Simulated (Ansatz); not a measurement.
**Yttrium, hcp: convergence with the plane-wave cutoff**

Computed with Ansatz, r²SCAN, scalar-relativistic PAW, on the relaxed cell (a = 3.681 Å, c = 5.721 Å (c/a = 1.554); spin not included). Errors count from a run at 500 eV on a Γ-centred 16×16×9 mesh with Fermi-Dirac smearing of 0.1 eV, extrapolated to zero width. Fixed here: mesh 10×10×6, Fermi-Dirac width 0.1 eV. The pressure holds a Pulay correction and is unreliable far below the recommended cutoff. The SCF starts from atomic densities corrected by a trained network.

| cutoff (eV) | E(σ→0) error (meV/atom) | P (GPa) | SCF iterations |
| --- | --- | --- | --- |
| 150 | 4266.7 | -0.50 | 7 |
| 250 | 102.6 | 0.19 | 6 |
| 300 | 13.7 | 0.02 | 6 |
| 350 | 4.8 | 0.01 | 6 |
| 420 | 1.9 | 0.00 | 6 |
| 500 | -0.2 | -0.01 | 6 |
| 600 | -0.9 | -0.01 | 6 |
| 800 | -2.0 | 0.00 | 6 |

Question: What does the run at 200 give (cutoff)?

Answer: E(σ→0) error (meV/atom): 737.9; P (GPa): -0.24; SCF iterations: 6.

Within 5 meV/atom of the last row: from 420 eV on.
